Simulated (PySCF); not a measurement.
Which functional comes closest?

Molecule: SMILES Sc1ccsc1, C$_{4}$H$_{4}$S$_{2}$.

Cartesian coordinates in Å; atom numbers follow the order of the lines, from 1:
```xyz
10

S     1.9237    1.3175    0.5787
C     0.5071    0.4316   -0.0019
C    -0.3880   -0.3169    0.8243
C    -1.4372   -0.8333    0.1155
S    -1.3620   -0.3963   -1.5448
C     0.0991    0.4712   -1.3130
H     2.5719    0.2543    1.1052
H    -0.2499   -0.4511    1.8975
H    -2.2641   -1.4384    0.4853
H     0.5994    0.9614   -2.1467
```

Geometry PBE0-D3(BJ)/def2-SVP throughout; GIAO in PySCF 2.14, gas phase, one conformer, non-relativistic; equivalent atoms averaged; basis pcSseg-2.

Reference values (estimated from measurements, as parent shift plus tabulated substituent increments; solution, not stated per compound (mostly CDCl3 or CCl4); Pretsch, Buehlmann, Badertscher, Structure Determination of Organic Compounds, 4th ed. (2009)): δ(H10) = 6.98 ppm, δ(H8) = 6.76 ppm, δ(H9) = 7.10 ppm. Computed shifts are taken against TMS, calculated as an isolated molecule at each level.

Question: How do the functionals HF, LDA, PBE, BLYP, BP86, OPBE, KT2, KT3, B97-D, B3LYP, PBE0, mPW1PW91, WP04, B97-2, BHandHLYP, CAM-B3LYP, wB97X-D, LC-wPBE perform against the reference? Times are CPU seconds on shared hosts with different chips, so compare them loosely; the GGAs took longer than the global hybrids here, which isn't the general rule, and the cause wasn't traced.

Answer: 
```tsv
functional	kind	H10	H8	H9	mean abs. error H	core-s
HF	Hartree–Fock	7.70	7.23	7.49	0.53	21
LDA	LDA	7.29	7.21	7.30	0.32	40
PBE	GGA	7.24	7.17	7.24	0.27	52
BLYP	GGA	7.18	7.10	7.17	0.20	49
BP86	GGA	7.23	7.15	7.22	0.25	49
OPBE	GGA	7.29	7.22	7.29	0.32	52
KT2	GGA	7.16	7.08	7.16	0.19	60
KT3	GGA	7.16	7.08	7.16	0.19	55
B97-D	GGA	7.19	7.11	7.18	0.21	59
B3LYP	global hybrid	7.34	7.16	7.28	0.31	46
PBE0	global hybrid	7.43	7.23	7.37	0.40	48
mPW1PW91	global hybrid	7.42	7.21	7.35	0.38	49
WP04	global hybrid	7.18	6.94	7.10	0.13	28
B97-2	global hybrid	7.37	7.18	7.31	0.34	26
BHandHLYP	global hybrid	7.52	7.21	7.40	0.43	26
CAM-B3LYP	range-separated hybrid	7.50	7.21	7.39	0.42	36
wB97X-D	range-separated hybrid	7.52	7.22	7.41	0.44	100
LC-wPBE	range-separated hybrid	7.66	7.27	7.52	0.54	42
```

For ¹H the closest is WP04 (0.13 ppm) and the furthest LC-wPBE (0.54 ppm). One molecule is a small sample, and vibrational and solvent effects are absent from the calculation.
